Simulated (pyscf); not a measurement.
Optimised with ωB97X-D3(BJ)/def2-SVP in PySCF.

PBE/def2-TZVP puts the barrier of SnH₂ [singlet] + HO–GeH₃ + hydrogen (H₂) → H₃Ge–SnH₃ + water (H₂O) (multi-bond step; singlet surface; Ge–O, H–H broken, Ge–Sn, H–Sn, H–O formed) at 45.5 kJ/mol and the reaction energy at -116.1 kJ/mol, from the separated reactants. What do r²SCAN/def2-TZVP, B3LYP-D3(BJ)/def2-TZVP, ωB97M-D3(BJ)/def2-TZVP give on the same structures?

r²SCAN: ΔE‡ = 48.4 kJ/mol, ΔE = -123.3 kJ/mol; B3LYP-D3(BJ): ΔE‡ = 68.0 kJ/mol, ΔE = -104.9 kJ/mol; ωB97M-D3(BJ): ΔE‡ = 75.2 kJ/mol, ΔE = -114.7 kJ/mol. PBE's barrier lies under all of them, by 3.0 to 29.7 kJ/mol. Its reaction energy lies among theirs. On the reactant side the descent ends in a bound adduct, 39.7 kJ/mol under the separated species and 97.7 kJ/mol under the saddle at ωB97X-D3(BJ)/def2-TZVP. On the product side the descent ends in a complex (not fully relaxed), 17.8 kJ/mol under the separated species and 224.0 kJ/mol under the saddle at ωB97X-D3(BJ)/def2-TZVP. At ωB97X-D3(BJ) the barrier from the zero used here is 58.0 kJ/mol. This is the saddle that the search found; another between the same sides may lie lower. Elements up to Kr have no core potential and no relativistic terms here. Elements past Kr carry the def2 core potentials, without spin-orbit coupling.
